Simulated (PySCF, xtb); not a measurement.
sulfur dioxide (O2S), SMILES S(=O)=O.

Harmonic wavenumbers (cm⁻¹) from GFN2-xTB (xtb) at its own minimum, in rising order: 497, 1166, 1261.

**Question.** What does B3LYP-D3(BJ)/def2-TZVP (PySCF) give at its own minimum? (The exact figures need the calculation; the answer reports its results.)

**Answer.** 522, 1179, 1376. Paired by order, the mean absolute difference is 51 cm⁻¹ and the zero-point energies are 4.2 and 4.4 kcal/mol.
